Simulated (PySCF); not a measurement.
# C6H12 (cyclohexane): the cost of one run

Programs: PySCF 2.14.0, with density-fitted response routines of our own. Each step states its level of theory. These are calculated values for one molecule in the gas phase, unless marked as measured. Atoms count from 0, in the outputs and in this text.

## 1. The starting structure

18 atoms, charge 0, multiplicity 1; geometry from: MMFF94s. The atoms were then displaced at random by about 0.03 Å, so the start is not that level's minimum.

Bonds of the start (Å): C0–C1 1.45, C1–C2 1.50, C2–C3 1.45, C3–C4 1.64, C4–C5 1.56, C5–C0 1.50, C0–H6 1.09, C0–H7 1.18, C1–H8 1.09, C1–H9 1.13, C2–H10 1.05, C2–H11 1.19, C3–H12 1.00, C3–H13 1.14, C4–H14 1.12, C4–H15 1.02, C5–H16 1.10, C5–H17 1.10.

## 2. Relaxing the molecule at PBE0-D3(BJ)/def2-SVP

Job settings and geometry (Å):

```
{"job": {"xc": "PBE0", "basis": "def2-SVP", "d3": "d3bj", "grid": 1, "shake": 0.03, "kind": "geom"}, "charge": 0, "multiplicity": 1}
C     -0.616040     1.050730    -0.656080
C      0.734250     1.247550    -0.154470
C      1.407470    -0.093080    -0.144790
C      0.776960    -1.120620     0.658040
C     -0.759720    -1.281170     0.116340
C     -1.479800     0.100580     0.111680
H     -0.625110     0.836630    -1.727030
H     -1.137350     2.113700    -0.624880
H      1.304040     1.978680    -0.720240
H      0.724090     1.678260     0.893450
H      1.590350    -0.450600    -1.119340
H      2.480170     0.037460     0.344860
H      1.098880    -2.066710     0.580940
H      0.603780    -0.834330     1.748770
H     -1.322870    -1.994750     0.779080
H     -0.733760    -1.643400    -0.840960
H     -1.611130     0.475200     1.139650
H     -2.490530    -0.017200    -0.307280
```

On the command line:

```bash
$ OMP_NUM_THREADS=1 python probes_run.py task.json out
```

One launch serves the whole session: the jobs run in the order shown.

Q: Estimate the wall time and peak memory of this first job on 1 thread of Arm Neoverse V1, shared host.

About 68 s, with a peak of 0.57 GiB.
